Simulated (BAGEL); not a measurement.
# C2H4FN (SMILES CC(=N)F): HF/6-31G(d) (density fitting with qzvpp-jkfit, spherical functions)

Aim: the vertical electron affinity of C2H4FN at HF/6-31G* (density fitting with qzvpp-jkfit, spherical functions), from 2 runs. 

The calculation is run with BAGEL 1.2.2.

## Step 1: Starting point

C2H4FN: 8 atoms, total charge 0, spin state singlet. As SMILES, `CC(=N)F`. The coordinates come from a PBE0-D4/def2-TZVP relaxation.

Bond lengths: C1–C2 1.488 Å, C2–N3 1.247 Å, C2–F4 1.341 Å, C1–H5 1.088 Å, C1–H6 1.092 Å, C1–H7 1.092 Å, N3–H8 1.015 Å. Angles: C1–C2–N3 132.0°, C1–C2–F4 110.6°, N3–C2–F4 117.4°, C2–C1–H5 111.2°, C2–C1–H6 109.7°, C2–C1–H7 109.7°, C2–N3–H8 110.7°, H5–C1–H6 109.4°, H5–C1–H7 109.4°, H6–C1–H7 107.3°.

## Step 2: The energy at HF/6-31G(d) (density fitting with qzvpp-jkfit, spherical functions)

File input.json:

```json
{ "bagel": [

{
  "title": "molecule",
  "basis": "6-31gs.json",
  "df_basis": "qzvpp-jkfit",
  "angstrom": "true",
  "geometry": [
    { "atom": "C", "xyz": [   -0.246700,    0.732400,   -0.287300 ] },
    { "atom": "C", "xyz": [    0.491400,   -0.429400,    0.278400 ] },
    { "atom": "N", "xyz": [    0.166300,   -1.620900,    0.450400 ] },
    { "atom": "F", "xyz": [    1.725800,   -0.065300,    0.654000 ] },
    { "atom": "H", "xyz": [   -1.250500,    0.448000,   -0.597200 ] },
    { "atom": "H", "xyz": [   -0.308700,    1.527700,    0.458900 ] },
    { "atom": "H", "xyz": [    0.298400,    1.132700,   -1.145000 ] },
    { "atom": "H", "xyz": [   -0.783900,   -1.782300,    0.132000 ] }
  ]
},
{ "title": "hf" },
{ "title": "print", "file": "orbitals.molden", "orbitals": "true" }

]}
```

The basis set 6-31G* is read from a file made from the Basis Set Exchange's data (not shown).

Command:

```
BAGEL_NUM_THREADS=1 BAGEL input.json > input.out
```

Output:

```text
* using 1 threads per process

  ===============================================================
  ===============================================================

  *** Geometry ***

  { "atom" : "C", "xyz" : [     -0.466195,      1.384035,     -0.542918 ] },
  { "atom" : "C", "xyz" : [      0.928611,     -0.811448,      0.526100 ] },
  { "atom" : "N", "xyz" : [      0.314261,     -3.063057,      0.851133 ] },
  { "atom" : "F", "xyz" : [      3.261289,     -0.123399,      1.235881 ] },
  { "atom" : "H", "xyz" : [     -2.363103,      0.846597,     -1.128544 ] },
  { "atom" : "H", "xyz" : [     -0.583358,      2.886935,      0.867195 ] },
  { "atom" : "H", "xyz" : [      0.563894,      2.140493,     -2.163736 ] },
  { "atom" : "H", "xyz" : [     -1.481356,     -3.368059,      0.249444 ] },

  Number of auxiliary basis functions:      376

  Since a DF basis is specified, we compute 2- and 3-index integrals:
    o Being stored without compression. Storage requirement is 0.012 GB

  Number of basis functions:       64
  Number of electrons      :       32

    * METHOD: MOLECULE                             0.12

  *** RHF ***

  === Nuclear Repulsion ===
   119.7571144237

      * DIIS with orbital gradients will be used.

  === RHF iteration (6-31gs.json) ===
      0       -231.72186535          0.02554176           0.03
      1       -231.86867027          0.01637608           0.02
      2       -231.93480454          0.00225898           0.02
      3       -231.93706904          0.00086032           0.02
      4       -231.93738226          0.00024816           0.02
      5       -231.93743665          0.00013254           0.02
      6       -231.93744605          0.00005542           0.02
      7       -231.93744864          0.00001319           0.02
      8       -231.93744871          0.00000602           0.02
      9       -231.93744873          0.00000171           0.02
     10       -231.93744873          0.00000053           0.02
     11       -231.93744873          0.00000018           0.02
     12       -231.93744873          0.00000009           0.02
     13       -231.93744873          0.00000003           0.02
     14       -231.93744873          0.00000001           0.02
     15       -231.93744873          0.00000001           0.02
    * SCF iteration converged.

    * Permanent dipole moment:
           (    1.034295,    -0.834963,     0.596471) a.u.

    * METHOD: HF                                   0.45

    * METHOD: PRINT                                0.01

  ===============================================================
```

Wall time 0.89 s (1 thread of Intel Xeon Platinum 8488C (Sapphire Rapids), shared host); peak memory 0.08 GiB.

## Step 3: The doublet anion, same level

File hf.json:

```json
{ "bagel" : [

{
  "title" : "molecule",
  "basis" : "6-31gs.json",
  "df_basis" : "qzvpp-jkfit",
  "angstrom" : "true",
  "geometry" : [
    { "atom" : "C", "xyz" : [   -0.246700,    0.732400,   -0.287300 ] },
    { "atom" : "C", "xyz" : [    0.491400,   -0.429400,    0.278400 ] },
    { "atom" : "N", "xyz" : [    0.166300,   -1.620900,    0.450400 ] },
    { "atom" : "F", "xyz" : [    1.725800,   -0.065300,    0.654000 ] },
    { "atom" : "H", "xyz" : [   -1.250500,    0.448000,   -0.597200 ] },
    { "atom" : "H", "xyz" : [   -0.308700,    1.527700,    0.458900 ] },
    { "atom" : "H", "xyz" : [    0.298400,    1.132700,   -1.145000 ] },
    { "atom" : "H", "xyz" : [   -0.783900,   -1.782300,    0.132000 ] }
  ]
},
{ "title" : "uhf", "charge" : -1, "nopen" : 1 },
{ "title" : "print", "file" : "orbitals.molden", "orbitals" : "true" }

]}
```

The basis set 6-31G* is read from a file made from the Basis Set Exchange's data (not shown).

Command:

```
BAGEL_NUM_THREADS=1 BAGEL hf.json > hf.out
```

Output:

```text
* using 1 threads per process

  ===============================================================
  ===============================================================

  *** Geometry ***

  { "atom" : "C", "xyz" : [     -0.466195,      1.384035,     -0.542918 ] },
  { "atom" : "C", "xyz" : [      0.928611,     -0.811448,      0.526100 ] },
  { "atom" : "N", "xyz" : [      0.314261,     -3.063057,      0.851133 ] },
  { "atom" : "F", "xyz" : [      3.261289,     -0.123399,      1.235881 ] },
  { "atom" : "H", "xyz" : [     -2.363103,      0.846597,     -1.128544 ] },
  { "atom" : "H", "xyz" : [     -0.583358,      2.886935,      0.867195 ] },
  { "atom" : "H", "xyz" : [      0.563894,      2.140493,     -2.163736 ] },
  { "atom" : "H", "xyz" : [     -1.481356,     -3.368059,      0.249444 ] },

  Number of auxiliary basis functions:      376

  Since a DF basis is specified, we compute 2- and 3-index integrals:
    o Being stored without compression. Storage requirement is 0.012 GB

  Number of basis functions:       64
  Number of electrons      :       32

    * METHOD: MOLECULE                             0.12

  *** Open-shell HF ***

  === Nuclear Repulsion ===
   119.7571144237

      * DIIS with orbital gradients will be used.

  === UHF iteration (6-31gs.json) ===
      0       -231.52974604          0.05252632           0.05
      1       -231.73615348          0.02729082           0.05
      2       -231.78188767          0.01467452           0.05
      3       -231.79975087          0.00146040           0.05
      4       -231.80020599          0.00053585           0.05
      5       -231.80034127          0.00024383           0.05
      6       -231.80040576          0.00008871           0.05
      7       -231.80041440          0.00004125           0.05
      8       -231.80041562          0.00001678           0.05
      9       -231.80041603          0.00000763           0.05
     10       -231.80041613          0.00000309           0.05
     11       -231.80041616          0.00000159           0.05
     12       -231.80041617          0.00000054           0.05
     13       -231.80041617          0.00000028           0.05
     14       -231.80041617          0.00000016           0.05
     15       -231.80041617          0.00000009           0.05
     16       -231.80041617          0.00000003           0.04
     17       -231.80041617          0.00000001           0.05
    * SCF iteration converged.

    * S^2 (UHF) is 0.7642

    * Permanent dipole moment:
           (    0.471956,    -1.267293,     0.491562) a.u.

    * METHOD: UHF                                  0.96

    * METHOD: PRINT                                0.01

  ===============================================================
```

It took 1.4 s on 1 thread of Intel Xeon Platinum 8488C (Sapphire Rapids), shared host; peak memory 0.08 GiB.

## Step 4: Summary of results

At HF/6-31G* (density fitting with qzvpp-jkfit, spherical functions):

| quantity | value |
| --- | --- |
| singlet C2H4FN: total energy | -231.93745 Eh |
| singlet C2H4FN: dipole moment | 3.70 D |
| singlet C2H4FN: HOMO energy | -11.91 eV |
| singlet C2H4FN: LUMO energy | 4.93 eV |
| singlet C2H4FN: HOMO–LUMO gap | 16.84 eV |
| doublet anion: total energy | -231.80042 Eh |
| doublet anion: ⟨S²⟩ | 0.764 |
| vertical electron affinity (to the doublet anion) | -3.729 eV |

In words: The anion lies 3.73 eV (360 kJ/mol) above the neutral: the electron isn't bound at this level, and such a value depends on the basis. Without diffuse functions anions come out too high. Hartree–Fock misses the correlation that binds many anions.
